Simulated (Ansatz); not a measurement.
## GaH₃, triplet along the distance Ga1-H3

Starting geometry (PBE0/def2-TZVP stationary point for this spin, not checked as a minimum):

```xyz
4

Ga    0.0000    0.0277   -0.0457
H     0.0000   -1.4776   -0.5415
H     0.4054   -0.2202    1.8512
H    -0.4054   -0.2202    1.8512
```

From there H3 moves along the line of the two atoms named below, all else staying in place; atoms are numbered as listed. Energies are in eV, counted from the starting geometry at the same level.

Basis aug-cc-pVDZ; Ansatz 0.2.0. Correlated methods freeze the noble-gas cores and the filled d shells of p-block atoms. R marks a restricted (for open shells ROHF) determinant, U an unrestricted one. Active spaces: valence = (6e, 7o) chosen from the atoms' valence shells. No spin–orbit coupling is included, and no scalar relativity.

Runs in a small pair space aren't shown, since their orbitals change along the scan.

Full CI is exact within this basis and frozen core; it isn't the basis-set limit. The frozen core follows each run's orbitals, which can shift R against U totals by a few meV for light atoms and by up to 0.1 eV past Ca.

| distance Ga1-H3 (Å) | full CI | unpaired electrons (full CI) | error UHF | error UCCSD(T) | error UCCSDT | error UCCSDT(Q) | error UCCSDTQ | error MRCISD+Q (valence space) |
| --- | --- | --- | --- | --- | --- | --- | --- | --- |
| 1.792 | 0.082 | 2.03 | 0.000 | 0.000 | 0.000 | 0.000 | 0.000 | -0.003 |
| 1.956 | 0.000 | 2.03 | 0.000 | 0.000 | 0.000 | 0.000 | 0.000 | 0.000 |
| 2.142 | 0.060 | 2.03 | 0.033 | 0.001 | 0.000 | 0.000 | 0.000 | 0.003 |
| 2.688 | 1.058 | 2.06 | 0.173 | 0.019 | 0.004 | 0.003 | 0.003 | -0.004 |
| 3.528 | 1.450 | 2.05 | -0.197 | 0.011 | 0.007 | 0.007 | 0.007 | -0.008 |
| 5.164 | 1.377 | 2.05 | -0.298 | 0.010 | 0.008 | 0.008 | 0.008 | -0.022 |

Unpaired electrons are Σ n²(2−n)² over natural occupations. Errors are those of relative energies. In total energy the starting point itself misses full CI by: UHF 2.579, UCCSD(T) 0.003, UCCSDT -0.013, UCCSDT(Q) -0.014, UCCSDTQ -0.015, MRCISD+Q (valence space) 0.014 eV.

Spread of the error over the points with a reference, to 5.164 Å (largest less smallest): UCCSDT 0.008, UCCSDT(Q) 0.008, UCCSDTQ 0.008, UCCSD(T) 0.019, MRCISD+Q (valence space) 0.026, UHF 0.471 eV.

MRCISD+Q (valence space) stays parallel to the reference within 0.026 eV over the points shown.
